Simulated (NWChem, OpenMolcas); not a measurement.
## C3H5N (isocyanoethane): a line through the functionals

The species is C3H5N (9 atoms), meant as a singlet with charge 0. SMILES: `[C-]#[N+]CC`. The coordinates come from a PBE0-D4/def2-TZVP relaxation.

The dipole moment y, in D, basis cc-pVDZ; a is the functional's share of exact exchange. Programs: NWChem 7.3.0, OpenMolcas 26.06.

| functional | program | a | y (D) |
| --- | --- | --- | --- |
| TPSS | OpenMolcas | 0 | 3.96 |
| BLYP | OpenMolcas | 0 | 3.91 |
| B3LYP | NWChem | 0.2 | ? |
| PBE0 | NWChem | 0.25 | 3.91 |
| BHLYP | OpenMolcas | 0.5 | 3.79 |

Problem. Fit y = c + s·a to the known rows and predict B3LYP.

Solution. 
1. Means of the 4 rows: a = 0.1875, y = 3.893.
2. Σ(Δa)² = 0.17188, Σ(Δa·Δy) = -0.046875, so the slope is -0.046875/0.17188 = -0.27272.
3. Intercept: 3.893 − (-0.27272) × 0.1875 = 3.944. The largest residual of the fit is 0.035.
4. B3LYP: 3.944 + (-0.27272) × 0.2 = 3.89 D.

The run gave 3.87 D, so the prediction is off by +0.02 D, within the largest residual. The rows mix families of semi-local functionals, which the line can't see.
